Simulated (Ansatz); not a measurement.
Abridged output of a molecular run in Ansatz:

```
Functional definition: HF
878 factors; integrals over basis functions are off by at most 8.3e-4 eV
mean field evaluation 1: about -5592.0143 eV, gradient 3.5e1 eV
mean field evaluation 2: about -5592.0215 eV, gradient 3.5e1 eV
mean field evaluation 4: about -5594.5426 eV, gradient 4.2e0 eV
mean field evaluation 8: about -5594.6107 eV, gradient 2.4e-1 eV
mean field evaluation 16: about -5594.5935 eV, gradient 1.4e0 eV
mean field evaluation 32: about -5590.8900 eV, gradient 3.3e-3 eV
mean field -5594.61121006 eV, -205.5981698061 hartree, gradient 3.6e-6 eV, S^2 0.000000; 0 other end points of the search recorded, 0 dependent functions left out; unrestricted orbitals would lower it
4 core orbitals not correlated: weight in the atoms' cores, before any rotation towards them, 1.000 or more for the frozen orbitals, at most 0.000 for the correlated occupied ones
reference -5594.61121006 eV, -205.5981698061 hartree; 10, 10 occupied and 124, 124 virtual orbitals, 878 factors
second order -19.72115023 eV of doubles, -0.00000000 eV of singles
cycle   1  -18.99401822 eV  change    7.3e-1 eV  update   1.4e-1
cycle   2  -19.63044745 eV  change   -6.4e-1 eV  update   5.4e-2
cycle   3  -19.82381634 eV  change   -1.9e-1 eV  update   2.4e-2
cycle   4  -19.80732034 eV  change    1.6e-2 eV  update   7.0e-3
cycle   5  -19.80548703 eV  change    1.8e-3 eV  update   2.9e-3
cycle   6  -19.80742676 eV  change   -1.9e-3 eV  update   1.4e-3
cycle   7  -19.80675951 eV  change    6.7e-4 eV  update   6.9e-4
cycle   8  -19.80655122 eV  change    2.1e-4 eV  update   2.6e-4
cycle   9  -19.80667839 eV  change   -1.3e-4 eV  update   1.1e-4
cycle  10  -19.80670172 eV  change   -2.3e-5 eV  update   4.0e-5
cycle  11  -19.80666499 eV  change    3.7e-5 eV  update   1.7e-5
cycle  12  -19.80668722 eV  change   -2.2e-5 eV  update   7.4e-6
perturbative correction -1.11074372 eV, -0.0408190788 hartree
Total energy: -5615.52864100 eV, -206.3668712149 hartree
```

Its atoms:

Z-matrix (Å, degrees):
```
N
C 1 1.251
H 1 1.024 2 110.6
C 2 1.359 1 136.7 3 180.0
O 4 1.159 2 154.6 1 -180.0
```

Q: Which basis set was used?
A. def2-QZVPP
B. def2-TZVPP
C. def2-SVP
D. cc-pV(Q+d)Z

A: B. It gives 138 functions.

Q: Write the keys of the input that set method, charge and spin (a neutral closed shell needs none for the last two).

A: 
```yaml
correlation: {method: ccsd_t}
```
